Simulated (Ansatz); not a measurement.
Results of revPBE (plane waves, PAW; Ansatz, an electronic-structure program) for cubic perovskite SrTiO3 (cubic form, which distorts at low temperature).

Run with plane-wave cutoff 520 eV, 10×10×10 k mesh, Fermi–Dirac smearing 0.01 eV, no spin polarisation, scalar-relativistic PAW data made under PBE.

Pressure at four volumes; x = ln(V/12.442 Å³). One pressure is withheld.

```csv
V (Å³/atom),x,P (GPa)
11.695,-0.0619,11.33
12.442,0.0000,0.00
12.940,0.0392,-5.75
13.189,0.0583,?
```

Q: Pass a parabola P(x) through the three rows shown, estimate the bulk modulus and its pressure derivative near zero pressure, and predict the withheld pressure.

A: Slopes between the rows: (0.00 − (11.33))/(0.0000 − (-0.0619)) = -183.04 and (-5.75 − (0.00))/(0.0392 − (0.0000)) = -146.68 GPa. Their difference over the span 0.1011 is c = 36.36/0.1011 = 359.6 GPa, so P(x) = 11.33 + (-183.04)(x − (-0.0619)) + 359.6 (x − (-0.0619))(x − (0.0000)). At the middle row B = −dP/dx = −[-183.04 + 359.6 × 0.0619] = 160.8 GPa, and B′ = dB/dP = 2c/B = 4.5. At x = 0.0583 the parabola gives -8.15 GPa; the run gives -8.19 GPa. The Birch–Murnaghan fit to the energies at all volumes has B0 = 160 GPa and B′ = 4.4.

Measured, for comparison: bulk modulus 172 GPa (room temperature, not corrected to a static lattice, Murnaghan fit, our sources range from 165 to 179; as tabulated in Guennou et al. (2010), arXiv:0910.0710). Computed (rounded) less measured: bulk modulus -7 % (-3 % to -11 % over the range).

Note: the relaxation could not lower the start's symmetry, so the cell can be a saddle point above a distorted one.
